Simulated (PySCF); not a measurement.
**One shape, several levels: MgHCl (SMILES [MgH][Cl])**

We compute a comparison of 6 runs (SVWN5/STO-3G, NEVPT2(2,2)/STO-3G, CISD/STO-3G, CCSD(T)/STO-3G, UCCSD(T)/STO-3G, FCI/STO-3G) of MgHCl. 

Program for the calculation: PySCF 2.14.0.

2 further runs of the same task are left out: 2 set aside as unsound or not needed.

**1. Starting point**

The species is MgHCl (3 atoms), meant as a singlet with charge 0. As SMILES, `[MgH][Cl]`. The Mg1–Cl2 distance was set to 3.280 Å, away from the relaxed value.

Bond lengths: Mg1–H3 1.686 Å.

**2. A single-point energy at SVWN5/STO-3G (run 1)**

Contents of calc.py:

```python
from pyscf import gto, dft

mol = gto.Mole()
mol.atom = '''
Mg    -2.094266     0.245188    -1.119935
Cl     3.338201    -0.501722     1.771618
H     -4.886337     0.632015    -2.604504
'''
mol.max_memory = 1860
mol.verbose = 4
mol.unit = 'bohr'
mol.basis = 'sto-3g'
mol.charge = 0
mol.build()

mf = dft.RKS(mol, xc='svwn')
mf.conv_tol = 1e-10
mf.grids.level = 5
mf.kernel()
if not mf.converged:
    mf = mf.newton().run(mf.mo_coeff, mf.mo_occ)

etot = mf.e_tot
print('Final energy', etot)
```

Started as:

```
$ OMP_NUM_THREADS=1 python calc.py
```

Standard output:

```text
PySCF version 2.14.0

[INPUT] num. atoms = 3
[INPUT] num. electrons = 30
[INPUT] charge = 0
[INPUT] spin (= nelec alpha-beta = 2S) = 0
[INPUT] symmetry False subgroup None
[INPUT] Mole.unit = bohr
[INPUT] Symbol           X                Y                Z      unit          X                Y                Z       unit  Magmom
[INPUT]  1 Mg    -1.108237840805   0.129747901991  -0.592644079712 AA   -2.094266000000   0.245188000000  -1.119935000000 Bohr   0.0
[INPUT]  2 Cl     1.766499894670  -0.265499848617   0.937499872056 AA    3.338201000000  -0.501722000000   1.771618000000 Bohr   0.0
[INPUT]  3 H     -2.585738185275   0.334447934960  -1.378244162550 AA   -4.886337000000   0.632015000000  -2.604504000000 Bohr   0.0

nuclear repulsion = 38.4853525129244
number of shells = 11
number of NR pGTOs = 57
number of NR cGTOs = 19
basis = sto-3g
ecp = {}

******** <class 'pyscf.dft.rks.RKS'> ********
method = RKS
initial guess = minao
damping factor = 0
level_shift factor = 0
DIIS = <class 'pyscf.scf.diis.CDIIS'>
diis_start_cycle = 1
diis_space = 8
diis_damp = 0
SCF conv_tol = 1e-10
SCF conv_tol_grad = None
SCF max_cycles = 50
direct_scf = True
direct_scf_tol = 1e-13
XC library pyscf.dft.libxc version 7.0.0
    S. Lehtola, C. Steigemann, M. J.T. Oliveira, and M. A.L. Marques.,  SoftwareX 7, 1–5 (2018)
XC functionals = svwn
    P. A. M. Dirac.,  Math. Proc. Cambridge Philos. Soc. 26, 376 (1930)
    F. Bloch.,  Z. Phys. 57, 545 (1929)
    S. H. Vosko, L. Wilk, and M. Nusair.,  Can. J. Phys. 58, 1200 (1980)
radial grids:
    Treutler-Ahlrichs [JCP 102, 346 (1995); DOI:10.1063/1.469408] (M4) radial grids

becke partition: Becke, JCP 88, 2547 (1988); DOI:10.1063/1.454033
pruning grids: <function nwchem_prune>
grids dens level: 5
symmetrized grids: False
atomic radii adjust function: <function treutler_atomic_radii_adjust>
small_rho_cutoff = 0
Set gradient conv threshold to 1e-05
Initial guess from minao.
tot grids = 108232
init E= -650.131216358496
  HOMO = -0.30975292432272  LUMO = -0.052631571170333  gap/eV = 6.99663
cycle= 1 E= -650.659048951488  delta_E= -0.528  |g|= 0.438  |ddm|= 1.99
  HOMO = 0.0607094270572125  LUMO = 0.0665966133424328  gap/eV = 0.16020
cycle= 2 E= -645.698551481855  delta_E= 4.96  |g|= 3.75  |ddm|= 5.34
  HOMO = 0.0116794487431242  LUMO = 0.0202885634857208  gap/eV = 0.23427
cycle= 3 E= -650.251703133493  delta_E= -4.55  |g|= 0.791  |ddm|= 3.81
  HOMO = -0.0835114694825938  LUMO = 0.0298318016708586  gap/eV = 3.08423
cycle= 4 E= -650.723615127807  delta_E= -0.472  |g|= 0.192  |ddm|= 2.68
  HOMO = -0.00591468890423107  LUMO = 0.0124426909300299  gap/eV = 0.49953
cycle= 5 E= -650.675500510126  delta_E= 0.0481  |g|= 0.349  |ddm|= 1.79
  HOMO = -0.0127302965306421  LUMO = 0.0088418002661737  gap/eV = 0.58701
cycle= 6 E= -650.704466964389  delta_E= -0.029  |g|= 0.289  |ddm|= 0.179
  HOMO = -0.0292888080486284  LUMO = 0.00467159287257579  gap/eV = 0.92411
cycle= 7 E= -650.758344643986  delta_E= -0.0539  |g|= 0.107  |ddm|= 0.523
  HOMO = -0.0389190267520439  LUMO = 0.00795032230860881  gap/eV = 1.27538
cycle= 8 E= -650.768407125391  delta_E= -0.0101  |g|= 0.00867  |ddm|= 0.338
  HOMO = -0.0408261595861219  LUMO = 0.00807477681185503  gap/eV = 1.33066
cycle= 9 E= -650.768482408484  delta_E= -7.53e-05  |g|= 0.00234  |ddm|= 0.0448
  HOMO = -0.0404249868788379  LUMO = 0.00798925039927417  gap/eV = 1.31742
cycle= 10 E= -650.768488146968  delta_E= -5.74e-06  |g|= 0.000315  |ddm|= 0.0108
  HOMO = -0.0404743792810918  LUMO = 0.00800091011098791  gap/eV = 1.31908
cycle= 11 E= -650.768488250164  delta_E= -1.03e-07  |g|= 1.56e-05  |ddm|= 0.00133
  HOMO = -0.0404718472683263  LUMO = 0.00800045047354186  gap/eV = 1.31900
cycle= 12 E= -650.76848825042  delta_E= -2.56e-10  |g|= 9.6e-07  |ddm|= 6.7e-05
  HOMO = -0.0404719705587651  LUMO = 0.00800047633074746  gap/eV = 1.31900
cycle= 13 E= -650.768488250421  delta_E= -1.14e-12  |g|= 1.47e-07  |ddm|= 3.88e-06
  HOMO = -0.0404720759452136  LUMO = 0.00800050352936699  gap/eV = 1.31901
Extra cycle  E= -650.76848825042  delta_E= 9.09e-13  |g|= 5.82e-07  |ddm|= 2.9e-06
converged SCF energy = -650.76848825042
Final energy -650.7684882504204
```

It took 1.4 s on 1 thread of Arm Neoverse V2, shared host; peak memory 0.13 GiB.

**3. The energy at NEVPT2(2,2)/STO-3G (run 2)**

Contents of run.py:

```python
import numpy
from pyscf import gto, scf, mp, mcscf, mrpt

system = gto.Mole()
system.atom = 'Mg -1.108238 0.129748 -0.592644; Cl 1.766500 -0.265500 0.937500; H -2.585738 0.334448 -1.378244'
system.basis = 'sto-3g'
system.max_memory = 1860
system.charge = 0
system.verbose = 4
system.build()

mf = scf.RHF(system)
mf.conv_tol = 1e-10
mf.kernel()
if not mf.converged:
    mf = mf.newton().run(mf.mo_coeff, mf.mo_occ)

pt = mp.MP2(scf.addons.convert_to_uhf(mf)).run()
noons, natorbs = mcscf.addons.make_natural_orbitals(pt)
print('natural occupations', numpy.round(noons[:40], 4))
cas = mcscf.CASSCF(mf, 2, 2)
cas.fix_spin_(ss=0.0)
cas.natorb = True
cas.kernel(natorbs)
e_pt2 = mrpt.NEVPT(cas).kernel()
e_tot = cas.e_tot + e_pt2
print('E = %.10f Eh' % e_tot)
```

Started as:

```
$ OMP_NUM_THREADS=1 python run.py
```

Standard output:

```text
PySCF version 2.14.0

[INPUT] num. atoms = 3
[INPUT] num. electrons = 30
[INPUT] charge = 0
[INPUT] spin (= nelec alpha-beta = 2S) = 0
[INPUT] symmetry False subgroup None
[INPUT] Mole.unit = angstrom
[INPUT] Symbol           X                Y                Z      unit          X                Y                Z       unit  Magmom
[INPUT]  1 Mg    -1.108238000000   0.129748000000  -0.592644000000 AA   -2.094266300836   0.245188185210  -1.119934849367 Bohr   0.0
[INPUT]  2 Cl     1.766500000000  -0.265500000000   0.937500000000 AA    3.338201199044  -0.501722286072   1.771618241780 Bohr   0.0
[INPUT]  3 H     -2.585738000000   0.334448000000  -1.378244000000 AA   -4.886336649881   0.632015122909  -2.604503692825 Bohr   0.0

nuclear repulsion = 38.4853504521885
number of shells = 11
number of NR pGTOs = 57
number of NR cGTOs = 19
basis = sto-3g
ecp = {}

[... 35 lines left out ...]
converged SCF energy = -652.203118412992
[... 32 lines left out ...]
sorting_mo_energy = False
[... 22 lines left out ...]
1-step CASSCF converged in   4 macro ( 34 JK   9 micro) steps
[... 2 lines left out ...]
Natural orbital (expansion on meta-Lowdin AOs) in CAS space
[... 9 lines left out ...]
CASSCF energy = -652.226193104458
[... 2 lines left out ...]
******** <class 'pyscf.mrpt.nevpt2.NEVPT'> ********
NEVPT2 (1e+1e, 2o), ncore = 14, nvir = 3
root = 0
Natural occ [1.94706491 0.05293509]
Natural orbital (expansion on meta-Lowdin AOs) in CAS space
               #1        #2
0 Mg 1s          0.00061  -0.00166
0 Mg 2s         -0.01363   0.00640
0 Mg 3s          0.53323  -0.73710
[... 15 lines of this table left out ...]
2 H 1s           0.82790   0.55519
<CAS-nat-orb|mo-hf>  15     12       0.99442820
<CAS-nat-orb|mo-hf>  16     16      -0.77775502
<CAS-nat-orb|mo-hf>  16     19       0.62808897
Sr    (-1)',   E = -0.00000000000000
Si    (+1)',   E = 0.00000000000130
Sijrs (0)  ,   E = -0.01456896801783
Sijr  (+1) ,   E = -0.00381720479153
Srsi  (-1) ,   E = -0.00046698148996
Srs   (-2) ,   E = -0.00052767885820
Sij   (+2) ,   E = -0.00032613592963
Sir   (0)' ,   E = -0.00135844047260
Nevpt2 Energy = -0.021065409558463
E = -652.2472585140 Eh
```

Run time: 0.7 s. Hardware: 1 thread of Arm Neoverse V2, shared host; peak memory 0.12 GiB.

Runs 3 to 5 aren't shown in full; the table further down has their settings and results.

**4. The energy at FCI/STO-3G (run 6)**

Contents of input.xyz:

```xyz
3

Mg    -1.108238     0.129748    -0.592644
Cl     1.766500    -0.265500     0.937500
H     -2.585738     0.334448    -1.378244
```

Contents of input.py:

```python
from pyscf import gto, scf, mcscf
from pyscf import fci

mol = gto.Mole()
mol.atom = 'input.xyz'
mol.max_memory = 1860
mol.verbose = 3
mol.basis = 'sto-3g'
mol.build()

calc0 = scf.RHF(mol)
calc0.conv_tol = 1e-10
calc0.kernel()
if not calc0.converged:
    calc0 = calc0.newton().run(calc0.mo_coeff, calc0.mo_occ)

cas = mcscf.CASCI(calc0, calc0.mo_coeff.shape[-1] - 6, (mol.nelec[0] - 6, mol.nelec[1] - 6))  # full CI above the frozen core
cas.fcisolver = fci.direct_spin0.FCI(mol)  # even spin states alone
cas.kernel()
print('<S^2> = %.4f' % cas.fcisolver.spin_square(cas.ci, cas.ncas, cas.nelecas)[0])
energy = cas.e_tot
print('Final energy', energy)
```

Started as:

```
$ OMP_NUM_THREADS=1 python input.py
```

Standard output:

```text
converged SCF energy = -652.203118412992
CASCI E = -652.251098920371  E(CI) = -92.2510633494098  S^2 = 0.0000000
<S^2> = 0.0000
Final energy -652.2510989203711
```

Wall time 6.9 s (1 thread of Arm Neoverse V2, shared host); peak memory 0.23 GiB.

**5. The series**

| run | level | integration grid | active selection | energy (Eh) | dipole moment (D) of the reference | HOMO energy (eV) | LUMO energy (eV) | wall time |
| --- | --- | --- | --- | --- | --- | --- | --- | --- |
| 1 | SVWN5/STO-3G | 5 | – | -650.768488 | 7.03 | -1.10 | 0.22 | 1.4 s |
| 2 | NEVPT2(2,2)/STO-3G | – | mp2 natural orbitals | -652.247259 | 9.38 | -4.98 | 4.16 | 0.7 s |
| 3 | CISD/STO-3G | – | – | -652.249050 | 9.38 | -4.98 | 4.16 | 0.64 s |
| 4 | CCSD(T)/STO-3G | – | – | -652.251104 | 9.38 | -4.98 | 4.16 | 0.68 s |
| 5 | UCCSD(T)/STO-3G | – | – | -652.251104 | 9.38 | -4.98 | 4.16 | 0.7 s |
| 6 | FCI/STO-3G | – | – | -652.251099 | 9.38 | -4.98 | 4.16 | 6.9 s |

**6. Outcome**

```
                                          quantity          value
                               run 6: total energy  -652.25110 Eh
       run 6: dipole moment (Hartree–Fock density)         9.38 D
        run 6: HOMO energy (Hartree–Fock orbitals)       -4.98 eV
        run 6: LUMO energy (Hartree–Fock orbitals)        4.16 eV
      run 6: HOMO–LUMO gap (Hartree–Fock orbitals)        9.15 eV
run 6: correlation energy (6 core orbitals frozen)      -48.0 mEh
```

In words: Against full CI in this basis: CISD +2.0 mEh; CCSD(T) -0.0 mEh; UCCSD(T) -0.0 mEh. In runs 1, 2, 3, 4, 5, 6 the basis is minimal, so the values are rough. All runs together took 11 s, the longest 6.9 s.
